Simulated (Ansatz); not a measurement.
C₃H₄FN (`C=NC(=C)F`) at its PBE0-D4/def2-TZVP geometry, where that method's forces vanish. The species carries charge 0 and has multiplicity 1.

```csv
atom,x (Å),y (Å),z (Å)
C1,1.066,-0.765,1.199
N2,0.853,-0.064,0.164
C3,-0.434,0.156,-0.263
C4,-0.737,0.877,-1.334
F5,-1.422,-0.402,0.466
H6,2.097,-0.921,1.510
H7,0.274,-1.221,1.796
H8,0.066,1.316,-1.906
H9,-1.764,1.024,-1.633
```

(1) For each bond, give half the difference of the two atoms' forces along it (eV/Å; positive pushes the atoms apart) under PBE-D4, r2SCAN-D4, B3LYP-D4, ωB97M-V in def2-TZVPP. (Estimate.)

## Answers

(1) The calculation gave: 
```
 bond  length (Å)  PBE-D4  r2SCAN-D4  B3LYP-D4  ωB97M-V
C1–N2       1.268    0.73       0.41      0.17    -0.20
C1–H6       1.087   -0.07      -0.11     -0.14    -0.05
C1–H7       1.092   -0.03      -0.10     -0.09    -0.06
N2–C3       1.374   -0.33      -0.25     -0.02     0.59
C3–C4       1.326    0.40       0.21     -0.04    -0.41
C3–F5       1.349    0.54       0.33      0.40     0.22
C4–H8       1.079   -0.02      -0.09     -0.08    -0.02
C4–H9       1.080   -0.03      -0.11     -0.09    -0.01
```

B3LYP here is the variant with VWN-RPA as its local correlation; programs differ in this.

Program: Ansatz 0.2.0.
